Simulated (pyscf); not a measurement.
**Routes from O=AsH (SMILES O=[AsH]) + H₂ (SMILES [H][H])**

Candidate steps break at most two bonds and form at most two. Each was searched with GFN2-xTB (tblite) first. PySCF, gas phase, ωB97X-D3(BJ)/def2-SVP geometries. Energies: ωB97M-D3(BJ)/def2-TZVP, kcal/mol, from the separated reactants, singlet surface; ΔG‡ with ideal gas, 1 atm, RRHO with modes under 100 cm⁻¹ raised to 100, one conformer, R ln 2 for chiral ones without a mode under 150 cm⁻¹.

| products | type | ΔE‡ | ΔE | ΔG‡ 298 K | ΔG‡ 900 K | ν‡ (cm⁻¹) |
|---|---|---|---|---|---|---|
| O=AsH + H₂ | four-centre exchange | 27.8 | 0.0 | 36.6 | 55.1 | 1767i |
| HO–AsH₂ | addition across a multiple bond or ene-type step | 36.0 | -44.0 | 44.9 | 62.7 | 2085i |

Plain bond fissions and candidates not yet searched are not listed, and one of them may be faster. Each barrier is that of the saddle found; lower ones may exist. Elements up to Kr have no core potential and no relativistic terms here.
